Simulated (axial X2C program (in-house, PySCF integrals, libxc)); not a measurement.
**Density and ELF of BF**

Calculated with an axial X2C code built on PySCF integrals. Two-component (2c) means X2C with spin–orbit coupling and atomic mean-field two-electron Coulomb and Gaunt terms. Basis: F dyall-av3z [7s6p3d2f], B dyall-v3z [7s6p2d1f] (cores contracted in-house); Gaussian nuclei, density fitting, unrestricted open shells. Masses: F 18.998 u, B 11.009 u.

PBE0, with spin–orbit coupling, state Ω = 0 (closed shell); F at z = 0, B at z = 1.266 Å.

The maps cover the half plane through the axis: z from -2.4 to 3.6 Å along the bond, ρ from 0.15 to 2.25 Å away from it.

log10 of the density in e/bohr³:

```
 ρ\z  -2.4  -1.8  -1.2  -0.6   0.0   0.6   1.2   1.8   2.4   3.0   3.6
0.15  -4.7  -3.4  -2.1  -0.6   0.7  -0.4   0.6  -0.9  -1.5  -2.4  -3.3
0.45  -4.7  -3.5  -2.2  -0.9  -0.2  -0.7  -1.1  -1.1  -1.7  -2.5  -3.3
0.75  -4.9  -3.7  -2.5  -1.5  -0.9  -1.2  -1.4  -1.4  -1.9  -2.6  -3.4
1.05  -5.0  -4.0  -2.9  -2.0  -1.6  -1.8  -1.7  -1.7  -2.2  -2.8  -3.6
1.35  -5.3  -4.3  -3.4  -2.6  -2.3  -2.3  -2.1  -2.1  -2.5  -3.1  -3.8
1.65  -5.5  -4.6  -3.8  -3.2  -2.9  -2.7  -2.5  -2.5  -2.9  -3.4  -4.0
1.95  -5.9  -5.0  -4.3  -3.7  -3.4  -3.2  -3.0  -3.0  -3.2  -3.7  -4.3
2.25  -6.2  -5.4  -4.7  -4.2  -3.9  -3.6  -3.4  -3.4  -3.6  -4.0  -4.6
```

Electron localisation function (collinear form, no current term, damped to 0 at low density):

```
 ρ\z  -2.4  -1.8  -1.2  -0.6   0.0   0.6   1.2   1.8   2.4   3.0   3.6
0.15  0.00  0.01  0.32  0.85  0.21  0.84  1.00  0.83  1.00  1.00  0.53
0.45  0.00  0.01  0.26  0.80  0.85  0.75  0.02  0.98  1.00  1.00  0.42
0.75  0.00  0.01  0.16  0.64  0.77  0.49  0.48  0.99  1.00  0.99  0.24
1.05  0.00  0.00  0.08  0.36  0.48  0.23  0.63  0.99  1.00  0.96  0.09
1.35  0.00  0.00  0.02  0.14  0.18  0.11  0.62  0.98  0.99  0.79  0.02
1.65  0.00  0.00  0.00  0.04  0.05  0.06  0.53  0.94  0.93  0.29  0.00
1.95  0.00  0.00  0.00  0.01  0.01  0.04  0.34  0.74  0.52  0.04  0.00
2.25  0.00  0.00  0.00  0.00  0.00  0.01  0.10  0.20  0.06  0.00  0.00
```

The state is one determinant whose occupation by symmetry is held fixed; it was picked as the lowest of a PBE0 search that is not exhaustive.
